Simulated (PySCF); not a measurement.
Species: C₄H₇F.
Atom-mapped SMILES: `[CH2:1]=[CH:2][C@H:3]([CH3:4])[F:5]` (hydrogens: H6, H7 on C1; H8 on C2; H9 on C3; H10, H11, H12 on C4)

Method used: PBE0-D3(BJ)/def2-SVP geometry optimisation, gas phase in PySCF 2.14.0.

Give the optimised bond lengths and angles.

```tsv
bond	length (pm)
C1=C2	133.1
C2–C3	149.7
C3–C4	151.6
C3–F5	137.9
C1–H6	109.3
C1–H7	109.3
C2–H8	109.7
C3–H9	110.8
C4–H10, C4–H11, C4–H12	110.0
```

Bonds in one row agree within 1 pm and their mean is given. A selection of angles:
```tsv
angle	degrees
C2–C1–H6	121.5
C2–C1–H7	120.5
H6–C1–H7	118.0
C1–C2–C3	124.2
C1–C2–H8	120.6
C3–C2–H8	115.1
C2–C3–C4	112.7
C2–C3–F5	110.2
C2–C3–H9	108.7
C4–C3–F5	108.7
C4–C3–H9	109.3
F5–C3–H9	107.0
C3–C4–H10	110.7
C3–C4–H11	110.2
H10–C4–H11	108.5
H11–C4–H12	108.9
```

Dihedral angles: C1–C2–C3–C4 118° (anticlinal).

The C–C distances run from 1.331 Å (C1=C2, drawn double) to 1.516 Å (C3–C4, drawn single), a spread of 0.185 Å. Of the pairs four or more bonds apart, F5···H7 is among the closest relative to their van der Waals radii: 2.40 Å, 90 % of the sum of Bondi's values.

Point group: C1 (no symmetry element, even within 0.4 Å). Whether it is a minimum is left open (no frequencies). One conformer, not necessarily the lowest.
